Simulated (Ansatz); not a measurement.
A made-up structure of Si₂H₅O (charge -1), closed shell:

| atom | x (Å) | y (Å) | z (Å) |
| --- | --- | --- | --- |
| Si1 | -1.5589 | 0.6345 | -1.0461 |
| O2 | -0.6609 | -0.7668 | -0.4303 |
| Si3 | 0.6497 | -0.6845 | 0.4962 |
| H4 | -0.3666 | 1.3587 | -1.7312 |
| H5 | -1.4269 | 1.5267 | 0.2224 |
| H6 | -2.6141 | 0.1570 | -1.8677 |
| H7 | 0.4119 | -0.0551 | 1.8350 |
| H8 | 1.7924 | 0.0587 | -0.1255 |

It is relaxed with PBE-D4/def2-SVPD and then PBE0-D4/def2-TZVPD (Ansatz 0.2.0). Atoms count as bonded within 1.22 times the sum of their covalent radii (H–H: 0.88 Å). The end point is not checked to be a true minimum.

(1) Does its bonding change? (A judgement: the text doesn't fix the answer.)

Results:

(1) By the calculation: No: no bond forms or breaks.

Where it ends: The first stage lowers the energy by 1.88 eV in 7 steps. It ends as Si₂H₅O ([SiH2][O][SiH3]), total charge -1:
Si1  (-1.292, 0.593, -0.937)
O2  (-0.670, -0.797, -0.425)
Si3  (0.784, -0.959, 0.579)
H4  (-0.385, 1.371, -1.841)
H5  (-1.695, 1.525, 0.165)
H6  (-2.540, 0.328, -1.735)
H7  (0.379, 0.049, 1.690)
H8  (1.645, 0.118, -0.143)
(Å)

Labels in which every atom is bracketed show which atoms are joined, not bond orders.

For scale, one of the runs: PBE0-D4/def2-TZVPD relaxation, 171 basis functions, launched by `ansatz run in.yaml --threads 2 --pin off --events-out ev --progress --plain --max-ram 4352MiB`. The run took about 37 s on 2 CPU threads of an Arm Neoverse V1 (shared host).
